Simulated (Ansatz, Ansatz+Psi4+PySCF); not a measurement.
```xyz
2

Li    0.0000    0.0000    0.0000
B     0.0000    0.0000    2.1300
```

Basis set: cc-pCVTZ on Li; cc-pVTZ on B (spherical functions). Left uncorrelated: 1 orbital. Charge 0, multiplicity 3.

Computed with Ansatz (development build ahead of 0.2.0); the reference of a correlated method needn't be the lowest determinant of its kind.

Question: Give the atomization energy at this shape (free ground-state atoms in the same class of orbitals less the molecule, no zero-point energy) of triplet LiB by UHF-CCSD(T), UHF-CCSD.

Answer:

| method | atomization energy |
| --- | --- |
| UHF-CCSD(T) | 1.19 eV |
| UHF-CCSD | 1.14 eV |

Caution: the reference determinant was not shown to be the lowest.
